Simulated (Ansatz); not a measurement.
## fcc Pb

Level of theory: r²SCAN (Ansatz, an electronic-structure program, plane waves, PAW).

Settings: plane-wave cutoff 500 eV, 12×16×1 k mesh (along the axes of the cell as run), Fermi–Dirac smearing 0.1 eV, scalar-relativistic PAW data made under PBE.

Cell: relaxed at this level.

surface energy of the (110) face: 0.34 J/m²
work function of the (110) face: 3.77 eV

The slab of 8 atoms is relaxed and unreconstructed.

Spin–orbit coupling is not included; it can shift volumes and moduli of such heavy elements.

Static lattice: no zero-point or thermal effects.

Computing time: around 30 core-minutes (rough).
